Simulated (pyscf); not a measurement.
H₃C–Sn(OH)(OH)–OH (SMILES [CH3][Sn]([OH])([OH])[OH]) + H• (SMILES [H]) → CH₄ (SMILES C) + HO–Sn•(OH)–OH (SMILES [OH][Sn]([OH])[OH]), a substitution at C (doublet surface; C–Sn broken, C–H formed). Single points on ωB97X-D3(BJ)/def2-SVP structures (PySCF, gas phase). Energies in eV from the separated reactants.

AM1 to PM7: differences of heats of formation from MOPAC. Open shells are spin-unrestricted. 

Task: In single points PM7 puts the saddle at 0.49 eV and the reaction energy at -2.40 eV. Should these be trusted to within a few kcal/mol? Compare with ωB97M-D3(BJ)/def2-TZVP.

Result: ωB97M-D3(BJ)/def2-TZVP gives ΔE‡ = 0.66 eV and ΔE = -1.75 eV. PM7 lies 0.17 eV under it in the barrier and 0.64 eV under it in the reaction energy, so on this step it does not hold to within 0.13 eV. ωB97M-D3(BJ)/def2-TZVP has limits of its own. Abstraction by the radical was not located in this set and often lies lower. This is the saddle that the search found; another between the same sides may lie lower. The angle at the attacked C is 180°. Elements past Kr carry the def2 core potentials, without spin-orbit coupling.
